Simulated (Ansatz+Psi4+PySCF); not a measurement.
Values are calculated unless marked as measured or tabulated.
A run of PySCF 2.14.0 on doublet H₂O(+) at this shape:

```yaml
atoms:
  - { symbol: O, position_ang: [-0.0099, -0.0011, 0.1198] }
  - { symbol: H, position_ang: [0.0035, 0.7550, -0.4726] }
  - { symbol: H, position_ang: [-0.0027, -0.7727, -0.4790] }
```

Its results:

* Converged: yes
* Reference energy: -75.65681 hartree
* Correlation energy: -0.19741 hartree
* Total energy: -75.85422 hartree
* Spin squared of the determinant: 0.757

Messages of the program:
```
WARN: HOMO -0.47551397844604 >= LUMO -0.47551397844604
WARN: HOMO -0.47551397844604 >= LUMO -0.47551397844604
```

Task: Which input gives this output? Name the method, the orbitals and the basis set, and write the input.

Result: UHF-MP2 in cc-pVTZ.

```python
from pyscf import gto, scf, mp

mol = gto.M(atom="""
O -0.009920 -0.001130 0.119840
H 0.003540 0.755010 -0.472610
H -0.002690 -0.772660 -0.479040
""", basis='cc-pvtz', charge=1, spin=1)
mf = scf.UHF(mol)
mf.kernel()
pt = mp.MP2(mf, frozen=1).run()
print(mf.e_tot, pt.e_corr, pt.e_tot)
```
